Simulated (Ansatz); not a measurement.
A calculation with Ansatz (development build ahead of 0.2.0).

```yaml
crystal:
  periodic: [false, false, false]
  atoms:
    - { symbol: Cl, position_ang: [0.0, 0.0, 0.0] }
    - { symbol: H, position_ang: [1.96469, 0.0, 1.13432] }
    - { symbol: H, position_ang: [-1.78845, 0.0, 1.03256] }
basis:
  gaussian: { orbitals: "6-31G" }
magnetization:
  initial_magnetization: 1
hamiltonian:
  xc: hf
correlation:
  method: fci
  frozen_orbitals: { Cl: 5, H: 0 }
```

The input is written out in the form of the current development build from the run's settings.

The run gave:

```json
{
 "Converged": "yes",
 "Total energy": "-460.51221 hartree",
 "State": "lowest doublet root, of any spatial symmetry"
}
```
